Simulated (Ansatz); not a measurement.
Species: CH₅Si (charge -1, singlet). It need not be the lowest isomer of its formula. Whether it binds its extra electron was not tested at this geometry. 
Structure (B3LYP-D3(BJ)/def2-TZVP (Ansatz, an electronic-structure program) minimum search):
```
C
H 1 1.0956
H 1 1.0968 2 107.69
H 1 1.0968 2 107.69 3 114.60
Si 1 1.9807 2 114.72 4 122.70
H 5 1.5470 1 96.56 2 -47.16
H 5 1.5470 6 93.51 1 -97.03
```
Charge -1, spin multiplicity 1.

Basis-set convergence of Hartree-Fock and MP2 correlation energies (hartree) with Ansatz. Correlated levels leave the core frozen unless marked. Spin-orbit coupling is left out. No relativistic terms. This anion needs diffuse functions, which these sets lack.

```csv
basis,functions,E(HF),"E(corr, MP2)"
def2-SVP,57,-329.54107,-0.26007
def2-TZVPP,143,___,___
```

Problem. Complete the blanks.

Solution. 
- def2-TZVPP, E(HF): -329.69052
- def2-TZVPP, E(corr, MP2): -0.32789
